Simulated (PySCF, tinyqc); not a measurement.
RHF in the sto-6g basis, for HF, spin multiplicity 1, step by step. The lowest restricted solution is unstable here: a spin-polarised one lies 0.1332 hartree lower (PySCF). One step of it, computed by the program tinyqc.

Task: Iteration 3: building the Fock matrix. J_ij = sum D_kl (ij|kl), K_ij = sum D_kl (ik|jl); F = H + J - 0.5 K; E = tr D H + tr D J / 2 - 0.25 tr D K + E_nn.

D after iteration 2, lower triangle:
```
            1F 1s      1F 2s    1F 2px    1F 2py    1F 2pz     2H 1s
1F 1s    2.114908
1F 2s   -0.495421   2.137736
1F 2px   0.000000   0.000000  2.000000
1F 2py   0.000000   0.000000  0.000000  2.000000
1F 2pz  -0.003046  -0.004419  0.000000  0.000000  0.199459
2H 1s    0.035923  -0.209439  0.000000  0.000000  0.580365  1.706766
```

core Hamiltonian H = T + V (hartree), lower triangle:
```
             1F 1s       1F 2s     1F 2px     1F 2py     1F 2pz      2H 1s
1F 1s   -40.727976
1F 2s    -9.079559  -10.696387
1F 2px    0.000000    0.000000  -8.520422
1F 2py    0.000000    0.000000   0.000000  -8.520422
1F 2pz   -0.004398   -0.052046   0.000000   0.000000  -8.539708
2H 1s    -0.291637   -0.799085   0.000000   0.000000  -0.623495  -3.196428
```

Two-electron integrals (ij|kl) in chemists' order, unique and non-zero (hartree):
```
(11|11) 5.406240   (21|11) 0.768129   (21|21) 0.138909   (22|11) 1.266271
(22|21) 0.283987   (22|22) 0.926367   (31|31) 0.029452   (32|31) 0.044681
(32|32) 0.204753   (33|11) 1.266273   (33|21) 0.283987   (33|22) 0.926366
(33|33) 0.998085   (41|41) 0.029452   (42|41) 0.044681   (42|42) 0.204753
(43|43) 0.053789   (44|11) 1.266273   (44|21) 0.283987   (44|22) 0.926366
(44|33) 0.890506   (44|44) 0.998085   (51|51) 0.029452   (52|51) 0.044681
(52|52) 0.204753   (53|53) 0.053789   (54|54) 0.053789   (55|11) 1.266273
(55|21) 0.283987   (55|22) 0.926366   (55|33) 0.890506   (55|44) 0.890506
(55|55) 0.998085   (61|11) 0.025992   (61|21) 0.004514   (61|22) 0.009053
(61|33) 0.009039   (61|44) 0.009039   (61|51) 0.000197   (61|52) 0.000389
(61|55) 0.009080   (61|61) 0.000149   (62|11) 0.080886   (62|21) 0.018485
(62|22) 0.069240   (62|33) 0.068262   (62|44) 0.068262   (62|51) 0.001333
(62|52) 0.010855   (62|55) 0.071197   (62|61) 0.000603   (62|62) 0.007102
(63|31) 0.001842   (63|32) 0.011232   (63|53) 0.002184   (63|63) 0.000935
(64|41) 0.001842   (64|42) 0.011232   (64|54) 0.002184   (64|64) 0.000935
(65|11) 0.062402   (65|21) 0.014434   (65|22) 0.057598   (65|33) 0.055462
(65|44) 0.055462   (65|51) 0.002666   (65|52) 0.019026   (65|55) 0.061870
(65|61) 0.000486   (65|62) 0.007234   (65|65) 0.008178   (66|11) 0.302806
(66|21) 0.070385   (66|22) 0.302119   (66|33) 0.296191   (66|44) 0.296191
(66|51) 0.004339   (66|52) 0.050663   (66|55) 0.313976   (66|61) 0.002292
(66|62) 0.044895   (66|65) 0.052339   (66|66) 0.774999
```

nuclear repulsion = 2.72928074 hartree

Give: Coulomb J; exchange K; Fock matrix F; total energy of this density.

Result:

Coulomb J (hartree), lower triangle:
```
          1F 1s   1F 2s  1F 2px  1F 2py  1F 2pz   2H 1s
1F 1s   19.2545
1F 2s    3.4160  8.8214
1F 2px   0.0000  0.0000  8.8738
1F 2py   0.0000  0.0000  0.0000  8.8738
1F 2pz   0.0094  0.1020  0.0000  0.0000  8.7166
2H 1s    0.1120  0.6700  0.0000  0.0000  0.5706  3.8283
```

exchange K (hartree), lower triangle:
```
          1F 1s   1F 2s  1F 2px  1F 2py  1F 2pz   2H 1s
1F 1s   11.0937
1F 2s    1.7224  2.8496
1F 2px   0.0000  0.0000  2.5698
1F 2py   0.0000  0.0000  0.0000  2.5698
1F 2pz   0.0014  0.0449  0.0000  0.0000  0.9480
2H 1s    0.0625  0.2403  0.0000  0.0000  0.3078  1.3851
```

Fock matrix F (hartree), lower triangle:
```
           1F 1s    1F 2s   1F 2px   1F 2py   1F 2pz    2H 1s
1F 1s   -27.0204
1F 2s    -6.5247  -3.2998
1F 2px    0.0000   0.0000  -0.9315
1F 2py    0.0000   0.0000   0.0000  -0.9315
1F 2pz    0.0043   0.0274   0.0000   0.0000  -0.2971
2H 1s    -0.2109  -0.2492   0.0000   0.0000  -0.2067  -0.0607
```

total energy of this density = -98.985888 hartree
